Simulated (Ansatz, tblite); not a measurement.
# The cluster La₂O₂: one state, many levels

One table from this session's results is given with a row withheld; the runs are named, their logs left out.

Computed with Ansatz 0.2.0, Gaussian basis. Level: as each input shows.

Plan: GFN1-xTB, GFN2-xTB, PBE-D4/def2-TZVP, r2SCAN-D4/def2-TZVP, LDA/def2-TZVP, ωB97M-V/def2-TZVP, B97M-V/def2-TZVP, PBE-QIDH/def2-TZVP, ωB97X-V/def2-TZVP, PBE+5HF/def2-TZVP, PBE+10HF/def2-TZVP, PBE+15HF/def2-TZVP, PBE+35HF/def2-TZVP, PBE+50HF/def2-TZVP, PBE-D4/def2-SVP, PBE0-D4/def2-SVP, PBE0-D4/def2-TZVPD, PBE-D4/def2-TZVPD, r2SCAN-D4/def2-TZVPD, CCSD(T)/def2-TZVPP, MP2/def2-TZVP, RPA/def2-TZVP.

1 further run of the same task is left out (set aside as unsound or not needed). Runs told in other sessions of the task aren't counted.

## The relaxed structure

The singlet was relaxed beforehand with PBE0-D4/def2-TZVP. At that level it is the lowest of the isomers that a small search found.

4 atoms, charge 0, spin multiplicity 1.

Bond lengths: La1–O3 2.145 Å, La1–O4 2.145 Å, La2–O3 2.145 Å, La2–O4 2.145 Å. Angles: O3–La1–O4 80.3°, O3–La2–O4 80.3°, La1–O3–La2 99.7°, La1–O4–La2 99.7°.

La takes a core potential in the def2 sets. No spin-orbit coupling is included.

PBE0-D4/def2-TZVP was run before; its log isn't repeated, and its numbers join the tables.

The first run:

Tight binding, by tblite at 300 K electronic temperature and without a spin-polarisation term:

```python
tblite.interface.Calculator('GFN1-xTB', numbers, positions, charge=0, uhf=0).singlepoint()
```

Tight binding, by tblite at 300 K electronic temperature and without a spin-polarisation term:

```python
tblite.interface.Calculator('GFN2-xTB', numbers, positions, charge=0, uhf=0).singlepoint()
```

start.molden holds the orbitals of an earlier run on this state, given as this run's starting guess.

The input, in.yaml:

```yaml
crystal:
  periodic: [false, false, false]
  atoms:
    - {symbol: La, position_ang: [0.119262, 1.568540, -0.459636]}
    - {symbol: La, position_ang: [-0.120144, -1.568645, 0.459141]}
    - {symbol: O, position_ang: [-0.712767, 0.383017, 1.121943]}
    - {symbol: O, position_ang: [0.713638, -0.382902, -1.121437]}
basis:
  gaussian: {orbitals: def2-TZVP, initial_orbitals: start.molden}
hamiltonian: {xc: pbe, dispersion: d4}
scf: {omitted_lower_state_checks: [starts]}
output: {orbitals: {seedname: orbitals}}
```

On the command line:

```sh
$ ansatz run in.yaml --threads 4 --pin off --events-out ev --progress --plain --max-ram 3916MiB
```

Among the steps run: PBE-D4/def2-TZVP; r2SCAN-D4/def2-TZVP; LDA/def2-TZVP; ωB97M-V/def2-TZVP; B97M-V/def2-TZVP; PBE-QIDH/def2-TZVP; ωB97X-V/def2-TZVP; PBE+5HF/def2-TZVP; PBE+10HF/def2-TZVP; PBE+15HF/def2-TZVP; PBE+35HF/def2-TZVP; PBE+50HF/def2-TZVP; PBE-D4/def2-SVP; PBE0-D4/def2-SVP; PBE0-D4/def2-TZVPD; PBE-D4/def2-TZVPD; r2SCAN-D4/def2-TZVPD; CCSD(T)/def2-TZVPP; MP2/def2-TZVP; RPA/def2-TZVP.

One table of the session follows, with a row left open; its other results are not shown here.

| level | HOMO (eV) | LUMO (eV) | gap (eV) |
| --- | --- | --- | --- |
| LDA/def2-TZVP | -3.00 | -2.40 | 0.61 |
| PBE-D4/def2-SVP | -2.80 | -2.22 | 0.58 |
| PBE-D4/def2-TZVP | -2.82 | -2.24 | 0.58 |
| PBE-D4/def2-TZVPD | -2.82 | -2.24 | 0.58 |
| r2SCAN-D4/def2-TZVP | -2.79 | -2.16 | 0.63 |
| r2SCAN-D4/def2-TZVPD | -2.78 | -2.16 | 0.63 |
| B97M-V/def2-TZVP | -2.89 | -2.37 | 0.53 |
| PBE0-D4/def2-SVP | -3.15 | -1.86 | 1.29 |
| PBE0-D4/def2-TZVP | -3.16 | -1.87 | 1.29 |
| PBE0-D4/def2-TZVPD | ? | ? | ? |
| ωB97X-V/def2-TZVP | -4.17 | -0.82 | 3.35 |
| ωB97M-V/def2-TZVP | -4.24 | -0.92 | 3.32 |
| PBE+5HF/def2-TZVP | -2.89 | -2.16 | 0.73 |
| PBE+10HF/def2-TZVP | -2.96 | -2.09 | 0.87 |
| PBE+15HF/def2-TZVP | -3.03 | -2.02 | 1.01 |
| PBE+35HF/def2-TZVP | -3.30 | -1.73 | 1.56 |
| PBE+50HF/def2-TZVP | -3.50 | -1.53 | 1.97 |

Q: Estimate the row for PBE0-D4/def2-TZVPD from the others.

The run gave: HOMO (eV): -3.16; LUMO (eV): -1.88; gap (eV): 1.28.
